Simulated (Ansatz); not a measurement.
System: solid chlorine. Method: RPBE in Ansatz (PAW).

Settings: plane-wave cutoff 520 eV, 10×10×4 k mesh (along the axes of the cell as run), Fermi–Dirac smearing 0.01 eV, scalar-relativistic PAW data made under PBE.

Cell (measured lattice):

```cif
data_Cl8
_chemical_formula_sum 'Cl8'
_space_group_name_H-M_alt 'Cmce'
_space_group_IT_number 64
_space_group_name_Hall '-C 2ac 2'
_cell_length_a 6.30800
_cell_length_b 4.55830
_cell_length_c 8.15490
_cell_angle_alpha 90.000
_cell_angle_beta 90.000
_cell_angle_gamma 90.000
loop_
_space_group_symop_operation_xyz
  'x, y, z'
  '-x, -y, -z'
  '-x+1/2, -y, z+1/2'
  'x+1/2, y, -z+1/2'
  'x, -y, -z'
  '-x, y, z'
  '-x+1/2, y, -z+1/2'
  'x+1/2, -y, z+1/2'
  'x+1/2, y+1/2, z'
  '-x+1/2, -y+1/2, -z'
  '-x, -y+1/2, z+1/2'
  'x, y+1/2, -z+1/2'
  'x+1/2, -y+1/2, -z'
  '-x+1/2, y+1/2, z'
  '-x, y+1/2, -z+1/2'
  'x, -y+1/2, z+1/2'
loop_
_atom_site_label
_atom_site_type_symbol
_atom_site_symmetry_multiplicity
_atom_site_Wyckoff_symbol
_atom_site_fract_x
_atom_site_fract_y
_atom_site_fract_z
_atom_site_occupancy
Cl1 Cl 8 f 0.00000 0.11054 0.10661 1
```
(The calculation used a cell of 4 atoms; values per cell refer to that cell.)

### Question
What does this level give for the band gap?

### Answer

* **band gap**: 2.56 eV

Note: cell and atoms aren't relaxed at this level (largest force component 0.12 eV/Å, pressure 2.6 GPa).

Computed values are for the static lattice.

Computing time: very roughly 30 core-seconds.

Ansatz is an electronic-structure program.
